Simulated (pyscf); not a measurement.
PySCF, gas phase, ωB97X-D3(BJ)/def2-SVP geometries.

•H₂Si–PH₂ → [HSi=PH]• + hydrogen (H₂)
Surface: doublet. Broken: H–P, H–Si. Formed: H–H. Give ΔE‡ and ΔE from r²SCAN/def2-TZVP, relative to the reactant's lowest minimum found.

ΔE‡ = 292.3 kJ/mol, ΔE = +145.4 kJ/mol. ωB97M-D3(BJ)/def2-TZVP gives 287.4 kJ/mol and +151.0 kJ/mol. Zero-point energy shifts the barrier by -24.0 kJ/mol. It is an elimination, with an imaginary mode of 810i cm⁻¹. The same reactants have a lower exit, to H₃Si–PH• (barrier +108.5 kJ/mol at ωB97M-D3(BJ), against +287.4 kJ/mol here). •H₂Si–PH₂ lies 30.3 kJ/mol over its isomer H₃Si–PH•, and others may lie lower still (electronic energy, ωB97M-D3(BJ)). [HSi=PH]• lies 21.9 kJ/mol over its isomer H₂Si=P•, and others may lie lower still (electronic energy, ωB97M-D3(BJ)). This is the saddle that the search found; another between the same sides may lie lower.
